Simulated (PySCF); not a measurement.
## EPR parameters of C5H10N

Compound: C₅H₁₀N (doublet state).
Z-matrix (Å and degrees, GFN2-xTB geometry), rows numbered from 1:
```
C 
C   1  1.4567
C   2  1.2924  1  142.59
C   3  1.5340  2  126.04  1    -0.39
C   4  1.5351  3  108.72  2  -107.58
N   4  1.4485  3  108.26  2   127.85
H   1  1.0910  2  110.29  3  -141.78
H   1  1.0966  2  111.62  3   -21.90
H   1  1.0907  2  110.13  3    98.84
H   3  1.0838  2  121.29  1  -179.73
H   4  1.0953  3  108.76  2    11.43
H   5  1.0892  4  110.30  3   -61.20
H   5  1.0871  4  110.27  3    58.68
H   5  1.0900  4  110.37  3   178.77
H   6  1.0138  4  111.10  3  -173.56
H   6  1.0150  4  110.37  3    66.30
```

The hyperfine couplings belong to this conformer and change with its torsions.

The species is `[C](=C/[C@H](C)N)/C` [radical].

Computed with PySCF, UKS B3LYP, pcH-1 on C H N, non-relativistic, mean-field spin-orbit, GIAO. One conformer (not necessarily the lowest) at the GFN2-xTB geometry, without solvent, vibrations or thermal averaging. Couplings are sensitive to structure, and on GFN2-xTB geometries they can be far from those on DFT ones. The SCF solution wasn't tested for stability.

```
g1, g2, g3                      : 2.00175, 2.00218, 2.00292
g_iso                           : 2.00228
Form of g                       : rhombic: the two nearest values differ by 36 % of g3 − g1
⟨S²⟩                            : 0.7583 (exact 0.7500)
α and β electrons               : 24, 23
HOMO–LUMO gap, α and β orbitals : 6.20, 4.89 eV
```

Isotropic coupling and dipolar principal values T1 to T3, in MHz; ρ(0) is the spin density at the nucleus:

```json
{"atom": "C1", "isotope": "13C", "a_iso": "16.6", "T1": "-5.0", "T2": "-3.7", "T3": "8.7", "Mulliken spin population": "-0.05", "ρ(0) (bohr⁻³)": "0.0148"}
{"atom": "C2", "isotope": "13C", "a_iso": "273.9", "T1": "-81.0", "T2": "-60.8", "T3": "141.8", "Mulliken spin population": "0.99", "ρ(0) (bohr⁻³)": "0.2436"}
{"atom": "C3", "isotope": "13C", "a_iso": "-14.8", "T1": "-18.5", "T2": "1.5", "T3": "16.9", "Mulliken spin population": "-0.16", "ρ(0) (bohr⁻³)": "-0.0132"}
{"atom": "C4", "isotope": "13C", "a_iso": "77.1", "T1": "-9.1", "T2": "-8.1", "T3": "17.2", "Mulliken spin population": "0.08", "ρ(0) (bohr⁻³)": "0.0686"}
{"atom": "C5", "isotope": "13C", "a_iso": "-3.2", "T1": "-0.7", "T2": "-0.4", "T3": "1.1", "Mulliken spin population": "0.00", "ρ(0) (bohr⁻³)": "-0.0029"}
{"atom": "N6", "isotope": "14N", "a_iso": "0.9", "T1": "-0.4", "T2": "-0.3", "T3": "0.7", "Mulliken spin population": "0.00", "ρ(0) (bohr⁻³)": "0.0028"}
{"atom": "H7", "isotope": "1H", "a_iso": "60.6", "T1": "-6.9", "T2": "-5.8", "T3": "12.7", "Mulliken spin population": "0.02", "ρ(0) (bohr⁻³)": "0.0135"}
{"atom": "H8", "isotope": "1H", "a_iso": "124.4", "T1": "-5.5", "T2": "-2.0", "T3": "7.5", "Mulliken spin population": "0.06", "ρ(0) (bohr⁻³)": "0.0278"}
{"atom": "H9", "isotope": "1H", "a_iso": "8.7", "T1": "-6.3", "T2": "-4.5", "T3": "10.8", "Mulliken spin population": "0.00", "ρ(0) (bohr⁻³)": "0.0019"}
{"atom": "H10", "isotope": "1H", "a_iso": "108.5", "T1": "-6.2", "T2": "-5.4", "T3": "11.5", "Mulliken spin population": "0.05", "ρ(0) (bohr⁻³)": "0.0243"}
{"atom": "H11", "isotope": "1H", "a_iso": "-6.5", "T1": "-6.0", "T2": "-0.5", "T3": "6.5", "Mulliken spin population": "0.00", "ρ(0) (bohr⁻³)": "-0.0015"}
{"atom": "H12", "isotope": "1H", "a_iso": "0.4", "T1": "-1.4", "T2": "-0.9", "T3": "2.3", "Mulliken spin population": "0.00", "ρ(0) (bohr⁻³)": "0.0001"}
{"atom": "H13", "isotope": "1H", "a_iso": "-0.2", "T1": "-1.8", "T2": "-1.3", "T3": "3.1", "Mulliken spin population": "0.00", "ρ(0) (bohr⁻³)": "0.0000"}
{"atom": "H14", "isotope": "1H", "a_iso": "3.3", "T1": "-1.1", "T2": "-0.8", "T3": "1.9", "Mulliken spin population": "0.00", "ρ(0) (bohr⁻³)": "0.0007"}
{"atom": "H15", "isotope": "1H", "a_iso": "6.8", "T1": "-1.3", "T2": "-0.8", "T3": "2.1", "Mulliken spin population": "0.00", "ρ(0) (bohr⁻³)": "0.0015"}
{"atom": "H16", "isotope": "1H", "a_iso": "-0.4", "T1": "-1.7", "T2": "-0.8", "T3": "2.4", "Mulliken spin population": "0.00", "ρ(0) (bohr⁻³)": "-0.0001"}
```

The largest Mulliken spin populations are on C2 (+0.99), C3 (-0.16), C4 (+0.08) and H8 (+0.06). No atom but C2 exceeds +0.15. The positive populations add up to 1.21 and the negative ones to -0.21, together 2S = 1.

Under fast tumbling the dipolar parts average out, and these isotropic splittings remain: 1 × 1H (H10, I = 1/2, 2 lines) with 3.87 mT, 3 × 1H (H7/H8/H9, I = 1/2, 4 lines) with 2.30 mT, 1 × 1H (H11, I = 1/2, 2 lines) with 0.23 mT, 2 × 1H (H15/H16, I = 1/2, 3 lines) with 0.11 mT, 3 × 1H (H12/H13/H14, I = 1/2, 4 lines) with 0.04 mT and 1 × 14N (N6, I = 1, 3 lines) with 0.03 mT.

Class means assume fast exchange of nuclei equivalent by connectivity; if that motion is slow, each nucleus keeps its own coupling. The three 1H nuclei of mean +64.5 MHz run from 8.7 to 124.4 MHz in the frozen geometry. The 1H value of +3.2 MHz is a mean of couplings from -0.4 to 6.8 MHz in this one geometry, not an average over conformers.

The 13C coupling of C2 (273.9 MHz) shows only in satellite lines or after enrichment, since that isotope makes up about 1.07 % of natural carbon.

Examples of negative spin density at the nucleus (bohr⁻³): C3 (-0.0132), C5 (-0.0029) and H11 (-0.0015).
